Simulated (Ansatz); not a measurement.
# Nudged elastic band run: BClH₄O

Input file:

```yaml
crystal:
  periodic: [false, false, false]
  atoms:
    - { symbol: B, position_ang: [0.051222, -0.533542, 0.055188] }
    - { symbol: Cl, position_ang: [-0.045708, -0.970355, 1.775432] }
    - { symbol: H, position_ang: [1.10506, -0.19821, -0.410719] }
    - { symbol: O, position_ang: [-1.038284, -0.574274, -0.725853] }
    - { symbol: H, position_ang: [-1.838169, -0.85275, -0.256635] }
    - { symbol: H, position_ang: [-0.316843, 2.623473, 0.566919] }
    - { symbol: H, position_ang: [-0.191079, 2.308859, 1.24547] }
basis:
  gaussian: { orbitals: def2-SVP }
hamiltonian:
  xc: r2scan
  dispersion: d4
neb:
  order_check: false
  images: 9
  f_tol: 0.05
  max_iterations: 60
  final_atoms:
    - { symbol: B, position_ang: [-0.17231068, 0.38383843, -0.40373256] }
    - { symbol: Cl, position_ang: [0.11537933, 0.18393782, 2.79592982] }
    - { symbol: H, position_ang: [0.83688726, -0.24645595, -0.62653578] }
    - { symbol: O, position_ang: [-1.39957746, -0.14112171, -0.57890168] }
    - { symbol: H, position_ang: [-1.38531935, -1.06441804, -0.86216243] }
    - { symbol: H, position_ang: [-0.13938063, 1.54211441, -0.04436346] }
    - { symbol: H, position_ang: [-0.12947947, 1.14530603, 1.96956809] }
  initial_path:
    images:
      - { positions_ang: [[0.051222, -0.533542, 0.055188], [-0.045708, -0.970355, 1.775432], [1.10506, -0.19821, -0.410719], [-1.038284, -0.574274, -0.725853], [-1.838169, -0.85275, -0.256635], [-0.316843, 2.623473, 0.566919], [-0.191079, 2.308859, 1.24547]] }
      - { positions_ang: [[0.04252529, -0.42918545, 0.04776286], [-0.04199785, -0.75695276, 1.86537072], [1.09353748, -0.16442221, -0.44066129], [-1.07102905, -0.47145539, -0.72160728], [-1.81172748, -0.86247087, -0.29780696], [-0.29364627, 2.38059794, 0.53661399], [-0.19146312, 2.10708975, 1.26012996]] }
      - { positions_ang: [[0.03382858, -0.3248289, 0.04033772], [-0.0382877, -0.54355053, 1.95530944], [1.08201496, -0.13063442, -0.47060357], [-1.1037741, -0.36863678, -0.71736157], [-1.78528596, -0.87219175, -0.33897892], [-0.27044953, 2.13772288, 0.50630897], [-0.19184725, 1.90532049, 1.27478993]] }
      - { positions_ang: [[0.02513186, -0.22047234, 0.03291258], [-0.03457755, -0.33014829, 2.04524816], [1.07049245, -0.09684663, -0.50054586], [-1.13651914, -0.26581818, -0.71311585], [-1.75884444, -0.88191262, -0.38015088], [-0.2472528, 1.89484782, 0.47600396], [-0.19223137, 1.70355124, 1.28944989]] }
      - { positions_ang: [[0.01643515, -0.11611579, 0.02548744], [-0.03086741, -0.11674606, 2.13518688], [1.05896993, -0.06305883, -0.53048815], [-1.16926419, -0.16299957, -0.70887013], [-1.73240293, -0.89163349, -0.42132284], [-0.22405606, 1.65197276, 0.44569894], [-0.19261549, 1.50178198, 1.30410985]] }
      - { positions_ang: [[0.00773844, -0.01175924, 0.0180623], [-0.02715726, 0.09665618, 2.2251256], [1.04744741, -0.02927104, -0.56043043], [-1.20200924, -0.06018096, -0.70462442], [-1.70596141, -0.90135436, -0.46249479], [-0.20085933, 1.4090977, 0.41539393], [-0.19299962, 1.30001273, 1.31876981]] }
      - { positions_ang: [[-0.02827138, 0.0673603, -0.06629667], [0.00135006, 0.1141125, 2.33928644], [1.00533538, -0.07270802, -0.5736515], [-1.24152289, -0.07636911, -0.67947987], [-1.64183299, -0.9339671, -0.54242832], [-0.18856359, 1.43570104, 0.32344245], [-0.18029559, 1.26907139, 1.44892947]] }
      - { positions_ang: [[-0.06428121, 0.14647983, -0.15065564], [0.02985738, 0.13156883, 2.45344729], [0.96322335, -0.116145, -0.58687257], [-1.28103653, -0.09255726, -0.65433532], [-1.57770458, -0.96657983, -0.62236185], [-0.17626785, 1.46230439, 0.23149097], [-0.16759156, 1.23813005, 1.57908912]] }
      - { positions_ang: [[-0.10029103, 0.22559936, -0.23501462], [0.0583647, 0.14902516, 2.56760813], [0.92111132, -0.15958198, -0.60009364], [-1.32055017, -0.10874541, -0.62919077], [-1.51357617, -0.99919257, -0.70229538], [-0.16397211, 1.48890773, 0.13953949], [-0.15488753, 1.20718871, 1.70924878]] }
      - { positions_ang: [[-0.13630085, 0.3047189, -0.31937359], [0.08687201, 0.16648149, 2.68176898], [0.87899929, -0.20301897, -0.61331471], [-1.36006382, -0.12493356, -0.60404622], [-1.44944776, -1.03180531, -0.7822289], [-0.15167637, 1.51551107, 0.04758802], [-0.1421835, 1.17624737, 1.83940843]] }
      - { positions_ang: [[-0.17231068, 0.38383843, -0.40373256], [0.11537933, 0.18393782, 2.79592982], [0.83688726, -0.24645595, -0.62653578], [-1.39957746, -0.14112171, -0.57890168], [-1.38531935, -1.06441804, -0.86216243], [-0.13938063, 1.54211441, -0.04436346], [-0.12947947, 1.14530603, 1.96956809]] }
```

Run as:

```bash
$ ansatz run input.yaml --threads 2 --pin off --max-ram 3072MiB --backend cpu --events-out ev --progress --plain --runs-dir out
```

Output, in part (warnings, iteration lines, the closing report on the highest movable image, with atoms numbered from 0):

```
NEB end point (image 0): max|allowed force component| = 2.974e-2 eV/Å (the criterion of neb.relax_end_points is 1.000e-2)
NEB end point (image 10): max|allowed force component| = 1.566e-2 eV/Å (the criterion of neb.relax_end_points is 1.000e-2)
NEB iter   1: max|band force component| = 3.928e0 eV/Å  barrier→ = 2.9926 eV  barrier← = 2.1328 eV  Δτ_max = 0.2000 Å  (283 SCF iters)
NEB iter   2: max|band force component| = 1.534e0 eV/Å  barrier→ = 1.9392 eV  barrier← = 1.0794 eV  Δτ_max = 0.2000 Å  (297 SCF iters)
NEB iter   3: max|band force component| = 1.622e0 eV/Å  barrier→ = 1.7218 eV  barrier← = 0.8619 eV  Δτ_max = 0.1002 Å  (293 SCF iters)
NEB iter   4: max|band force component| = 9.198e-1 eV/Å  barrier→ = 1.7227 eV  barrier← = 0.8629 eV  Δτ_max = 0.0981 Å  (253 SCF iters)
NEB iter   5: max|band force component| = 5.036e-1 eV/Å  barrier→ = 1.7028 eV  barrier← = 0.8430 eV  Δτ_max = 0.0635 Å  (256 SCF iters)
NEB iter   6: max|band force component| = 4.701e-1 eV/Å  barrier→ = 1.7018 eV  barrier← = 0.8420 eV  CI = image 6  Δτ_max = 0.0652 Å  (254 SCF iters)
NEB iter   7: max|band force component| = 1.541e-1 eV/Å  barrier→ = 1.6938 eV  barrier← = 0.8340 eV  CI = image 6  Δτ_max = 0.0893 Å  (255 SCF iters)
NEB iter   8: max|band force component| = 2.348e-1 eV/Å  barrier→ = 1.6619 eV  barrier← = 0.8021 eV  CI = image 6  Δτ_max = 0.0450 Å  (254 SCF iters)
NEB iter   9: max|band force component| = 1.979e-1 eV/Å  barrier→ = 1.6403 eV  barrier← = 0.7805 eV  CI = image 6  Δτ_max = 0.0450 Å  (254 SCF iters)
NEB iter  10: max|band force component| = 2.038e-1 eV/Å  barrier→ = 1.6187 eV  barrier← = 0.7589 eV  CI = image 6  Δτ_max = 0.0450 Å  (252 SCF iters)
NEB iter  11: max|band force component| = 1.933e-1 eV/Å  barrier→ = 1.5978 eV  barrier← = 0.7380 eV  CI = image 6  Δτ_max = 0.0896 Å  (254 SCF iters)
NEB iter  12: max|band force component| = 1.857e-1 eV/Å  barrier→ = 1.5590 eV  barrier← = 0.6991 eV  CI = image 6  Δτ_max = 0.0898 Å  (249 SCF iters)
NEB iter  13: max|band force component| = 1.606e-1 eV/Å  barrier→ = 1.5270 eV  barrier← = 0.6672 eV  CI = image 6  Δτ_max = 0.0897 Å  (253 SCF iters)
NEB iter  14: max|band force component| = 1.887e-1 eV/Å  barrier→ = 1.5056 eV  barrier← = 0.6457 eV  CI = image 6  Δτ_max = 0.0453 Å  (248 SCF iters)
NEB iter  15: max|band force component| = 1.795e-1 eV/Å  barrier→ = 1.4984 eV  barrier← = 0.6385 eV  CI = image 6  Δτ_max = 0.0450 Å  (252 SCF iters)
NEB iter  16: max|band force component| = 1.965e-1 eV/Å  barrier→ = 1.4937 eV  barrier← = 0.6339 eV  CI = image 6  Δτ_max = 0.0450 Å  (246 SCF iters)
NEB iter  17: max|band force component| = 2.189e-1 eV/Å  barrier→ = 1.4915 eV  barrier← = 0.6317 eV  CI = image 6  Δτ_max = 0.0891 Å  (244 SCF iters)
NEB iter  18: max|band force component| = 3.011e-1 eV/Å  barrier→ = 1.4911 eV  barrier← = 0.6313 eV  CI = image 6  Δτ_max = 0.0884 Å  (241 SCF iters)
NEB iter  19: max|band force component| = 4.156e-1 eV/Å  barrier→ = 1.4908 eV  barrier← = 0.6310 eV  CI = image 6  Δτ_max = 0.1736 Å  (234 SCF iters)
NEB iter  20: max|band force component| = 7.296e-1 eV/Å  barrier→ = 1.4907 eV  barrier← = 0.6309 eV  CI = image 6  Δτ_max = 0.0898 Å  (233 SCF iters)
NEB iter  21: max|band force component| = 4.942e-1 eV/Å  barrier→ = 1.4907 eV  barrier← = 0.6309 eV  CI = image 6  Δτ_max = 0.1733 Å  (216 SCF iters)
NEB iter  22: max|band force component| = 5.765e-1 eV/Å  barrier→ = 1.4907 eV  barrier← = 0.6309 eV  CI = image 6  Δτ_max = 0.0901 Å  (230 SCF iters)
NEB iter  23: max|band force component| = 7.300e-1 eV/Å  barrier→ = 1.4907 eV  barrier← = 0.6309 eV  CI = image 6  Δτ_max = 0.0450 Å  (209 SCF iters)
NEB iter  24: max|band force component| = 5.522e-1 eV/Å  barrier→ = 1.4907 eV  barrier← = 0.6309 eV  CI = image 6  Δτ_max = 0.0901 Å  (205 SCF iters)
NEB iter  25: max|band force component| = 7.616e-1 eV/Å  barrier→ = 1.4907 eV  barrier← = 0.6309 eV  CI = image 6  Δτ_max = 0.0451 Å  (211 SCF iters)
NEB iter  26: max|band force component| = 4.474e-1 eV/Å  barrier→ = 1.4907 eV  barrier← = 0.6309 eV  CI = image 6  Δτ_max = 0.0398 Å  (200 SCF iters)
NEB iter  27: max|band force component| = 3.108e-1 eV/Å  barrier→ = 1.4907 eV  barrier← = 0.6309 eV  CI = image 6  Δτ_max = 0.0449 Å  (192 SCF iters)
NEB iter  28: max|band force component| = 2.801e-1 eV/Å  barrier→ = 1.4907 eV  barrier← = 0.6309 eV  CI = image 6  Δτ_max = 0.0452 Å  (200 SCF iters)
NEB iter  29: max|band force component| = 2.050e-1 eV/Å  barrier→ = 1.4907 eV  barrier← = 0.6309 eV  CI = image 6  Δτ_max = 0.0454 Å  (186 SCF iters)
NEB iter  30: max|band force component| = 1.272e-1 eV/Å  barrier→ = 1.4907 eV  barrier← = 0.6309 eV  CI = image 6  Δτ_max = 0.0450 Å  (177 SCF iters)
NEB iter  31: max|band force component| = 7.627e-2 eV/Å  barrier→ = 1.4907 eV  barrier← = 0.6309 eV  CI = image 6  Δτ_max = 0.0457 Å  (184 SCF iters)
NEB iter  32: max|band force component| = 2.168e-1 eV/Å  barrier→ = 1.4907 eV  barrier← = 0.6309 eV  CI = image 6  Δτ_max = 0.0225 Å  (189 SCF iters)
NEB iter  33: max|band force component| = 1.545e-1 eV/Å  barrier→ = 1.4907 eV  barrier← = 0.6309 eV  CI = image 6  Δτ_max = 0.0226 Å  (190 SCF iters)
NEB iter  34: max|band force component| = 1.238e-1 eV/Å  barrier→ = 1.4907 eV  barrier← = 0.6309 eV  CI = image 6  Δτ_max = 0.0113 Å  (204 SCF iters)
NEB iter  35: max|band force component| = 7.912e-2 eV/Å  barrier→ = 1.4907 eV  barrier← = 0.6309 eV  CI = image 6  Δτ_max = 0.0113 Å  (188 SCF iters)
NEB iter  36: max|band force component| = 3.028e-2 eV/Å  barrier→ = 1.4907 eV  barrier← = 0.6309 eV  CI = image 6  Δτ_max = 0.0000 Å  (424 SCF iters)
Total energy: -15302.98553086 eV, -562.3743455231 hartree
Atom 0 at    -0.155090     0.242485     0.078704 Å, force     0.000002     0.000008    -0.000007 eV/Å
Atom 1 at     0.011296     0.007797     2.236779 Å, force     0.000001     0.000008    -0.000003 eV/Å
Atom 2 at     0.902661    -0.153901    -0.330034 Å, force     0.000001    -0.000001    -0.000000 eV/Å
Atom 3 at    -1.395255    -0.087951    -0.368564 Å, force    -0.000005    -0.000004     0.000011 eV/Å
Atom 4 at    -1.429890    -0.974154    -0.747257 Å, force     0.000002     0.000003    -0.000006 eV/Å
Atom 5 at    -0.098876     1.564391     0.221045 Å, force    -0.000000    -0.000004    -0.000003 eV/Å
Atom 6 at    -0.108647     1.204534     1.159128 Å, force    -0.000001    -0.000010     0.000009 eV/Å
Dipole moment:    -0.006587    -0.013477    -0.391155 e Å
```

The run converged. The profile has 2 maxima (images 1, 6) with wells between them (image 3): this band takes more than one step, which may be the mechanism or a detour left from its start path. A vibrational analysis at the climbing image gives one clearly imaginary mode, 700i cm⁻¹: a first-order saddle point. The orbitals stay closed-shell, which can raise the energy where a bond breaks towards radicals; this wasn't checked here.

Final band (atoms are numbered from 1 in the order of the input):

| image | path coordinate (Å) | energy (eV) | B1–Cl2 (Å) | H6–H7 (Å) | B1–H6 (Å) |
| --- | --- | --- | --- | --- | --- |
| 0 | 0.00 | 0.00 | 1.78 | 0.76 | 3.22 |
| 1 | 0.67 | 0.36 | 1.78 | 0.76 | 3.03 |
| 2 | 1.33 | 0.31 | 1.77 | 0.76 | 3.05 |
| 3 | 2.00 | 0.06 | 1.76 | 0.76 | 2.94 |
| 4 | 2.66 | 0.22 | 1.78 | 0.76 | 2.33 |
| 5 | 3.33 | 0.85 | 1.85 | 0.78 | 1.76 |
| 6 | 3.99 | 1.49 | 2.18 | 1.00 | 1.33 |
| 7 | 4.32 | 1.25 | 2.43 | 1.27 | 1.25 |
| 8 | 4.65 | 0.97 | 2.74 | 1.53 | 1.22 |
| 9 | 4.97 | 0.88 | 3.01 | 1.80 | 1.22 |
| 10 | 5.30 | 0.86 | 3.22 | 2.05 | 1.21 |

Time of the run: 7.2 min on 2 threads of Arm Neoverse V1, with other jobs on the host, peak memory 0.13 GiB.
